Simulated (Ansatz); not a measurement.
Predict the output of the script below (Ansatz's Python interface).

Script `run_methods.py`:
```python
from pathlib import Path

import ansatz as az
import numpy as np

geometry_ang = [
    ('O', (0.1414, -0.3208, 1.451)),
    ('C', (0.0138, -0.0757, 0.053)),
    ('F', (-0.8017, -1.055, -0.4531)),
    ('F', (1.3332, -0.2783, -0.4408)),
    ('S', (-0.5868, 1.5232, -0.4238)),
    ('H', (0.4353, -1.165, 1.4845)),
    ('H', (-0.474, 1.3036, -1.7165)),
]
geometry = az.Crystal.molecule()
for symbol, xyz in geometry_ang:
    geometry = geometry.atom(symbol, xyz)

setup = geometry.calculation().basis(gaussian='cc-pVDZ')

print('functional    E (Ha)        dipole (D)   HOMO (eV)  LUMO (eV)')
for name in ['pbe', 'blyp', 'r2scan', 'revpbe']:
    summary = setup.functional(name).forces().orbitals().run(runs_dir='runs').report
    lines = Path(summary['orbitals_path']).read_text().splitlines()
    field_of = lambda key: [line.split('=')[1].strip() for line in lines if line.startswith(key)]
    orbitals = [(27.211386 * float(e), s, float(n)) for e, s, n in zip(field_of('Ene='), field_of('Spin='), field_of('Occup='))]
    homo = max(e for e, _, n in orbitals if n > 0.5)
    lumo = min(e for e, _, n in orbitals if n < 0.5)
    dipole = 4.803205 * np.linalg.norm(summary['charge_distribution']['dipole_moment_e_ang'])
    print(f'{name:10s} {summary["free_energy_ev"] / 27.211386246:14.6f} {dipole:9.3f} {homo:11.3f} {lumo:10.3f}')
```

```console
$ python run_methods.py
functional    E (Ha)        dipole (D)   HOMO (eV)  LUMO (eV)
pbe           -711.925449     0.869      -6.434     -0.570
blyp          -712.354374     0.805      -6.238     -0.445
r2scan        -712.245872     0.881      -6.862     -0.385
revpbe        -712.232297     0.861      -6.399     -0.517
```

Notes:
- Total energies depend on the basis set; only differences at equal settings carry meaning.
- The geometry is a force-field or estimated start, not a minimum of this method, and the basis set is short of its limit. A lower total doesn't mark the better method: functionals have no common bound, and MP2 and coupled cluster aren't variational.
- Levels such as HOMO and LUMO are orbital energies: with these approximate functionals they aren't the ionisation energy and electron affinity, and their gap isn't the fundamental gap.
- For Al to Cl the sets with a tight d function, cc-pV(X+d)Z, are usual.
- Timing: 11 s on 1 thread of Arm Neoverse V2, on a shared host, peak memory 0.21 GiB.

(Lines on the test bed's own set-up are left out of the output.)
